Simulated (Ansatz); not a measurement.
**Ligand exchange: HF + BH(CH3)(SH) → H2S + BH(CH3)F**

Species: HF, singlet; BH(CH3)(SH), singlet; H2S (hydrogen sulfide) `S`, singlet; BH(CH3)F, singlet. The partners trade F for SH: H–F and B–SH bonds give way to H–SH and B–F.

Shapes, held fixed at every level: PBE0-D4/def2-TZVP. Flexible molecules stand in one conformer, not always the lowest. Programs: Ansatz 0.2.0. The zero-point and thermal change to 298 K, harmonic and unscaled (PBE0-D4/def2-TZVP), is -5.3 kJ/mol.

Q: Estimate ΔH(298 K) of this reaction.

A: The highest level, CCSD(T)/CBS estimate, gives ΔH(298 K) = -55.6 kJ/mol; the levels span -70.2 to -53.9. The column of differences is taken from that level and isn't an error. No measured value is set beside it here. The CBS estimate extrapolates MP2 from def2-TZVPP and def2-QZVPP and adds CCSD(T) − MP2 in the triple-zeta set, cores frozen.

```tsv
level	kind	ΔH(298 K) (kJ/mol)	less CCSD(T)/CBS estimate
SPW92/def2-TZVPP	LDA	-53.9	+1.7
r2SCAN-D4/def2-TZVPP	meta-GGA	-59.8	-4.2
r2SCAN0-D4/def2-TZVPP	global hybrid	-59.4	-3.8
wB97M-V/def2-TZVPP	range-separated hybrid	-64.7	-9.1
MP2/def2-SVP	perturbation theory	-70.2	-14.6
CCSD(T)/def2-TZVPP	coupled cluster or CI	-59.6	-4.0
CCSD(T)/CBS estimate	coupled cluster or CI	-55.6	0.0
```
